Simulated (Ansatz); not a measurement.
**[O2]− (superoxide): levels of theory compared**

Aim: a comparison of 4 runs (U-r2SCAN/STO-3G, UPBE/STO-3G, RPA@PBE/STO-3G, UCCSD/STO-3G) of [O2]− (superoxide). 

The results are computed with Ansatz 0.2.0.

17 further runs of the same task are left out: 13 that didn't finish, 4 set aside as unsound or not needed.

## 1. The molecule

The species is [O2]− (2 atoms), meant as a doublet with charge -1. As SMILES, `[O][O-]`. The O2–O1 distance was set to 1.677 Å, away from the relaxed value.

Bond lengths: O1–O2 1.677 Å.

## 2. The energy at U-r2SCAN/STO-3G (run 1)

Input file job.yaml:

```yaml
crystal:
  periodic: [false, false, false]
  atoms:
    - symbol: O
      position_ang: [0.000000, 0.000000, -0.335320]
    - symbol: O
      position_ang: [0.000000, 0.000000, 1.341480]
basis:
  gaussian:
    orbitals: STO-3G
total_charge: -1
magnetization:
  spin_polarized: true
  initial_magnetization: 1
hamiltonian:
  xc: r2scan
accuracy: high
```

Started as:

```sh
$ ansatz run job.yaml --threads 1 --pin off --max-ram 2610MiB --events-out events.jsonl --progress --plain --runs-dir runs
```

What it wrote:

```text
Warning: RAYON_NUM_THREADS=1 ignored (pool sized by the plan → 1); use --threads N
Functional definition: r2SCAN
  name "r2SCAN"
  parameter k0 = 0.174
  parameter k1 = 0.065
  parameter a1 = 4.9479
  exchange = r2scan_x(k0 = k0, k1 = k1, a1 = a1)
  correlation = r2scan_c
149 factors; integrals over basis functions are off by at most 4.4e-8 eV
mean field evaluation 1: about -4025.8965 eV, gradient 2.9e0 eV
mean field evaluation 2: about -4025.9593 eV, gradient 8.9e-1 eV
mean field evaluation 4: about -4025.9166 eV, gradient 1.3e-1 eV
mean field evaluation 8: about -4025.9167 eV, gradient 3.5e-5 eV
mean field evaluation 16: about -4025.9231 eV, gradient 1.3e-9 eV
mean field -4025.91672047 eV, -147.9497106128 hartree, gradient 2.4e-11 eV, S^2 0.750105; 1 other end points of the search recorded, 0 dependent functions left out
reference -4025.91672059 eV, -147.9497106175 hartree; 9, 8 occupied and 1, 2 virtual orbitals, 149 factors
Total energy: -4025.91672059 eV, -147.9497106175 hartree
```

Wall time 1.9 s (1 thread of Arm Neoverse V1, shared host); peak memory 0.13 GiB.

## 3. A single-point energy at UPBE/STO-3G (run 2)

Input file job.yaml:

```yaml
crystal:
  periodic: [false, false, false]
  atoms:
    - {symbol: O, position_ang: [0.000000, 0.000000, -0.335320]}
    - {symbol: O, position_ang: [0.000000, 0.000000, 1.341480]}
basis:
  gaussian: {orbitals: STO-3G}
total_charge: -1
magnetization: {spin_polarized: true, initial_magnetization: 1}
hamiltonian: {xc: pbe}
accuracy: high
```

Started as:

```sh
$ ansatz run job.yaml --threads 1 --pin off --max-ram 2610MiB --events-out events.jsonl --progress --plain --runs-dir runs
```

What it wrote:

```text
Warning: RAYON_NUM_THREADS=1 ignored (pool sized by the plan → 1); use --threads N
Functional definition: PBE
  name "PBE"
  parameter kappa = 0.804
  parameter beta = 0.06672455060314922
  exchange = pbe_x(kappa = kappa, mu = beta*pi^2/3)
  correlation = pbe_c(beta = beta)
149 factors; integrals over basis functions are off by at most 4.4e-8 eV
mean field evaluation 1: about -4023.0688 eV, gradient 3.4e0 eV
mean field evaluation 2: about -4023.1532 eV, gradient 1.3e0 eV
mean field evaluation 4: about -4023.1266 eV, gradient 1.3e-1 eV
mean field evaluation 8: about -4023.1268 eV, gradient 6.2e-4 eV
mean field evaluation 16: about -4023.1274 eV, gradient 6.5e-8 eV
mean field -4023.12678979 eV, -147.8471825514 hartree, gradient 4.3e-9 eV, S^2 0.750042; 1 other end points of the search recorded, 0 dependent functions left out
reference -4023.12679043 eV, -147.8471825749 hartree; 9, 8 occupied and 1, 2 virtual orbitals, 149 factors
Total energy: -4023.12679043 eV, -147.8471825749 hartree
```

Wall time 0.64 s (1 thread of Arm Neoverse V1, shared host).

Run 3 isn't shown in full; the table further down has it.

## 4. A single-point energy at UCCSD/STO-3G (run 4)

Input file in.yaml:

```yaml
crystal:
  periodic: [false, false, false]
  atoms:
    - {symbol: O, position_ang: [0.000000, 0.000000, -0.335320]}
    - {symbol: O, position_ang: [0.000000, 0.000000, 1.341480]}
basis:
  gaussian:
    orbitals: STO-3G
total_charge: -1
magnetization:
  spin_polarized: true
  initial_magnetization: 1
correlation:
  method: ccsd
  frozen_orbitals: {O: 1}
accuracy: high
scf:
  omitted_lower_state_checks: [cluster_reference, increment]
```

Started as:

```sh
$ ansatz run in.yaml --threads 1 --pin off --max-ram 2610MiB --events-out events.jsonl --progress --plain --runs-dir runs
```

What it wrote:

```text
Warning: RAYON_NUM_THREADS=1 ignored (pool sized by the plan → 1); use --threads N
[... 17 lines left out ...]
2 core orbitals not correlated: weight in the atoms' cores, before any rotation towards them, 1.000 or more for the frozen orbitals, at most 0.000 for the correlated occupied ones
[... 34 lines left out ...]
Total energy: -4011.14646887 eV, -147.4069138782 hartree
Checks for a lower state left out: cluster_reference, increment
```

Run time: 0.24 s. Hardware: 1 thread of Arm Neoverse V1, shared host.

## 5. Overview of the runs

```csv
run,level,frozen core orbitals,energy (Eh),⟨S²⟩,wall time
1,U-r2SCAN/STO-3G,–,-147.949711,0.750,1.9 s
2,UPBE/STO-3G,–,-147.847183,0.750,0.64 s
3,RPA@PBE/STO-3G,2,-147.485617,0.750,0.74 s
4,UCCSD/STO-3G,2,-147.406914,0.981,0.24 s
```

## 6. Results

| quantity | value |
| --- | --- |
| run 4: total energy | -147.40691 Eh |
| run 4: correlation energy (2 core orbitals frozen) | -79.4 mEh |
| run 4: ⟨S²⟩ of the reference determinant | 0.981 |
| run 4: T1 diagnostic | 0.125 |

**Reading.** Totals of different functionals can't be ranked against each other. In runs 1, 2, 3, 4 the basis is minimal, so the values are rough. Spin contamination of the reference: run 4 ⟨S²⟩ = 0.98. All runs together took 3.5 s, the longest 1.9 s.
